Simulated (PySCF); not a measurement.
# Dipole moment and polarisability of 3-methylisoxazole

Compound: 3-methylisoxazole, C4H5NO.
Geometry (GFN2-xTB, Å), atoms numbered from 1 in this order:
```
atom  x, y, z in Å
C1    -1.708    0.010    0.177
C2    -0.252   -0.231    0.030
C3     0.784    0.736   -0.095
C4     1.911   -0.017   -0.203
O5     1.594   -1.314   -0.149
N6     0.255   -1.435   -0.005
H7    -1.899    0.629    1.052
H8    -2.090    0.532   -0.699
H9    -2.225   -0.939    0.284
H10    0.689    1.801   -0.101
H11    2.947    0.230   -0.317
```

Level: CAM-B3LYP/def2-SVPD (PySCF), static field, nuclei fixed, core orbitals frozen in the response. The polarisability tensor in these axes (au):

```
x   67.44 -1.30 -3.02
y   -1.30 55.43 -0.15
z   -3.02 -0.15 38.63
```

Give the principal values, the mean and the anisotropy Δα = √{½[(α1 − α2)² + (α2 − α3)² + (α1 − α3)²]}.

Principal values 38.32, 55.30 and 67.88 au; mean 53.83 au = 7.98 Å³ = 8.88 × 10⁻⁴⁰ C²·m²/J; Δα = 25.70 au (48 % of the mean).

What is the dipole moment, and where does it point?

(-0.09, 3.09, -0.05) D, 3.10 D in size, pointing from the negative to the positive side. Measured along this direction, the outermost atoms are N6 and O5 at the negative end and H10 at the positive end.

Find the Langevin capture rate constant for O2+ (31.990 u) meeting this molecule (83.037 u), k = 2.342 × 10⁻⁹ cm³/s × √(α in Å³ / reduced mass in u).

The reduced mass is 23.09 u, so k = 1.38 × 10⁻⁹ cm³/s. The formula leaves out the permanent dipole, which adds to the capture rate.

Along which axes do the principal values lie, and how far do the nuclei extend along each?

Largest value along (0.99, -0.10, -0.10), where the nuclei span 5.06 Å; middle along (0.10, 0.99, -0.03), 3.26 Å; least along (0.10, 0.02, 0.99), 1.76 Å. The response follows the extents in order.

What would n − 1 = 2πNα be for an ideal gas of these molecules at 298.15 K and 1 atm, electronic part alone?

N = p/kT = 2.4615 × 10¹⁹ cm⁻³, so n − 1 = 2π × N × 7.98 × 10⁻²⁴ cm³ = 1234 × 10⁻⁶ at long wavelengths.

Rayleigh depolarisation ratio (linearly polarised light, static tensor)?

ρ = 3Δα²/(45ᾱ² + 4Δα²) = 1981.0/(130410 + 2641.3) = 0.0149.

Geometry: GFN2-xTB; no solvent, vibrations or thermal averaging.
